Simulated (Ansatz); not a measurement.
What does this script print? It uses Ansatz 0.2.0, Python API.

`c2h3fos.py`
```python
import ansatz as az
from rdkit import Chem
from rdkit.Chem import AllChem


def main() -> None:
    rd = Chem.AddHs(Chem.MolFromSmiles('O=CC(F)S'))
    ids = list(AllChem.EmbedMultipleConfs(rd, numConfs=20, randomSeed=421, pruneRmsThresh=0.4))
    field = [energy for _, energy in AllChem.MMFFOptimizeMoleculeConfs(rd)]
    distinct = {round(e, 2): i for i, e in zip(ids, field)}
    chosen = sorted(distinct.items())[:4]
    found = []
    for force_field, index in chosen:
        system = az.Crystal.molecule()
        for atom, xyz in zip(rd.GetAtoms(), rd.GetConformer(index).GetPositions()):
            system = system.atom(atom.GetSymbol(), xyz.round(5).tolist())
        calc = (
            system.calculation()
            .basis(gaussian='def2-SVP')
            .functional('b3lyp')
        )
        found.append(calc.run(threads=1).report['free_energy_ev'])
    print('conformer   MMFF (kcal/mol)   this level (eV)')
    for (force_field, index), e in zip(chosen, found):
        print(f'{index:9d} {force_field - chosen[0][0]:17.2f} {(e - min(found)):17.3f}')


if __name__ == '__main__':
    main()
```

```console
$ python c2h3fos.py
conformer   MMFF (kcal/mol)   this level (eV)
        3              0.00             0.035
        4              0.15             0.054
        1              0.32             0.028
        0              0.45             0.000
```

Caveats:
- The conformers keep their force-field geometries.
- b3lyp holds the VWN-RPA fit, as in Gaussian; the form of ORCA and Turbomole is b3lyp5.
- The whole script took 8.4 s on 1 thread of Arm Neoverse V2, on a shared host, peak memory 0.29 GiB.
